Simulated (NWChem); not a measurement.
**Correlation energy of ethane (C$_{2}$H$_{6}$)**

```
C
H 1 1.1024
H 1 1.1024 2 107.31
H 1 1.1024 2 107.31 3 115.06
C 1 1.5277 2 111.55 3 -122.47
H 5 1.1024 1 111.55 2 -60.00
H 5 1.1024 6 107.31 1 122.47
H 5 1.1024 6 107.31 7 115.06
```
Charge 0, spin multiplicity 1.

All runs are NWChem calculations. Structure: optimised with B3LYP/def2-SVP, a minimum by its harmonic frequencies.

Basis set: cc-pVDZ. Each correlation energy counts from its own Hartree-Fock reference.

| method | correlation energy (mHa) | difference from CCSD(T) |
|---|---|---|
| RI-MP2 | -302.8 | +45.7 |
| MP2 | -302.9 | +45.6 |
| SCS-MP2 | -309.2 | +39.3 |
| CR-CCSD[T] | -347.1 | +1.4 |
| CR-CCSD(T) | -346.9 | +1.6 |
| CCSD | -340.1 | +8.4 |
| CCSD+T(CCSD) | -348.7 | -0.2 |
| CCSD(T) | -348.5 | 0.0 |

The values span 45.9 mHa, from CCSD+T(CCSD) (lowest) to RI-MP2 (highest). 

The correlated methods keep 2 core orbitals frozen. Differences from the coupled-cluster row are differences between methods, not errors against experiment.
